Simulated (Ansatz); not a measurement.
Relaxation of C$_{6}$H$_{6}$ (12 atoms, charge 0, multiplicity 1), to a largest force component of 0.02 eV/Å in at most 40 steps.

All numbers below come from UKS PBE0/STO-3G (Ansatz 0.2.0).

```xyz
12
Properties=species:S:1:pos:R:3:forces:R:3
C -2.577 -0.493 -1.019 -9.70 1.56 -2.36
C -1.475 -0.630 -0.751 6.14 -0.90 1.76
C -0.123 -0.839 -0.431 2.70 -2.59 -2.38
C 0.480 -1.121 0.910 -1.12 -2.34 2.49
C 0.709 0.018 0.394 1.32 3.14 0.93
C 1.305 1.350 0.401 0.87 0.76 1.87
H -3.623 -0.287 -1.272 0.83 -0.30 0.18
H 0.511 -1.314 -1.213 -1.17 -0.02 -0.55
H 0.455 -1.815 1.751 0.27 0.07 -0.16
H 2.029 1.428 -0.391 0.55 0.31 -0.96
H 0.535 2.110 0.296 -0.27 0.42 -0.25
H 1.852 1.537 1.358 -0.43 -0.12 -0.57
```

Question: Where does it end, and by what steps?

Answer: The run converged. Limits of this set-up: minimal basis. After 8 steps the energy has fallen by 0.769 eV; H8 moved furthest, 0.17 Å. The start is strongly strained (largest force component 10 eV/Å).

```csv
step,energy less start (eV),largest force component (eV/Å),accepted
0,0.0000,9.699,yes
1,-0.6952,2.862,yes
2,-0.7584,0.808,yes
3,-0.7464,0.825,no
4,-0.7680,0.102,yes
5,-0.7681,0.135,yes
6,-0.7691,0.035,yes
7,-0.7693,0.032,yes
8,-0.7694,0.017,yes
```

```xyz
12
Properties=species:S:1:pos:R:3
C -2.652 -0.483 -1.020
C -1.490 -0.677 -0.784
C -0.063 -0.916 -0.496
C 0.433 -1.114 0.926
C 0.735 0.038 0.389
C 1.357 1.399 0.445
H -3.693 -0.311 -1.234
H 0.457 -1.437 -1.318
H 0.454 -1.803 1.769
H 2.122 1.504 -0.340
H 0.592 2.172 0.274
H 1.826 1.572 1.423
```

Whether the end is a true minimum wasn't checked by a vibrational analysis.

Run time: 32 s on 1 thread of Arm Neoverse V2 (shared host), peak memory 0.13 GiB.
